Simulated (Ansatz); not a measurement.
Consider the substitution at a C–C bond: `C=CCC1CO1` + H–F → `FCC1CO1` + `C=C`.

Program: Ansatz. Geometries: PBE0-D4/def2-TZVP. ΔE: electronic, gas phase. CCSD(T)/CBS is the MP2 limit (def2-TZVPP, def2-QZVPP) plus CCSD(T) − MP2 in def2-TZVPP, frozen cores. This one scheme is used for every species. Functionals use def2-TZVPP. B3LYP here is the variant with VWN-RPA as its local correlation; programs differ in this. Each species was taken in one conformer, which may not be the lowest.

```json
{"level": "PBE-D4", "ΔE (kJ/mol)": "54.2", "difference from CCSD(T)/CBS": "-7.8"}
{"level": "r2SCAN-D4", "ΔE (kJ/mol)": "51.2", "difference from CCSD(T)/CBS": "-10.8"}
{"level": "PBE0-D4", "ΔE (kJ/mol)": "57.8", "difference from CCSD(T)/CBS": "-4.2"}
{"level": "B3LYP-D4", "ΔE (kJ/mol)": "47.9", "difference from CCSD(T)/CBS": "-14.1"}
{"level": "ωB97X-V", "ΔE (kJ/mol)": "48.1", "difference from CCSD(T)/CBS": "-13.9"}
{"level": "ωB97M-V", "ΔE (kJ/mol)": "51.4", "difference from CCSD(T)/CBS": "-10.6"}
{"level": "PBE", "ΔE (kJ/mol)": "47.1", "difference from CCSD(T)/CBS": "-14.9"}
{"level": "B3LYP", "ΔE (kJ/mol)": "36.8", "difference from CCSD(T)/CBS": "-25.2"}
{"level": "MP2/def2-TZVPP", "ΔE (kJ/mol)": "70.8", "difference from CCSD(T)/CBS": "8.8"}
{"level": "SCS-MP2/def2-TZVPP", "ΔE (kJ/mol)": "58.7", "difference from CCSD(T)/CBS": "-3.3"}
{"level": "CCSD/def2-TZVPP", "ΔE (kJ/mol)": "55.0", "difference from CCSD(T)/CBS": "-7.0"}
{"level": "CCSD(T)/def2-TZVPP", "ΔE (kJ/mol)": "58.0", "difference from CCSD(T)/CBS": "-4.0"}
{"level": "HF/def2-QZVPP", "ΔE (kJ/mol)": "29.6", "difference from CCSD(T)/CBS": "-32.4"}
{"level": "SCS-MP2/def2-QZVPP", "ΔE (kJ/mol)": "61.2", "difference from CCSD(T)/CBS": "-0.8"}
{"level": "HF/CBS(def2)", "ΔE (kJ/mol)": "29.6", "difference from CCSD(T)/CBS": "-32.4"}
{"level": "MP2/CBS(def2)", "ΔE (kJ/mol)": "74.8", "difference from CCSD(T)/CBS": "12.8"}
{"level": "CCSD(T)/CBS", "ΔE (kJ/mol)": "62.0", "difference from CCSD(T)/CBS": "0"}
```

Largest T1 diagnostic among the species: 0.011.

In def2-TZVPP, CCSD(T) changes the Hartree–Fock value by +28.8 kJ/mol (the triples alone add +3.0 kJ/mol) and MP2 by +41.6 kJ/mol. The D4 term adds +11.0 kJ/mol with B3LYP and +6.3 kJ/mol with PBE0; it sums over pairs of atoms, weighted by their polarisabilities, and B3LYP, whose exchange is more repulsive, gets the larger term. From PBE to PBE0 (25 % exact exchange), in def2-TZVPP and without D4, ΔE moves by +4.4 kJ/mol.

CCSD(T)/CBS has its own doubt, a few kJ/mol and more with outer-core shells, so smaller differences from it don't rank the levels.
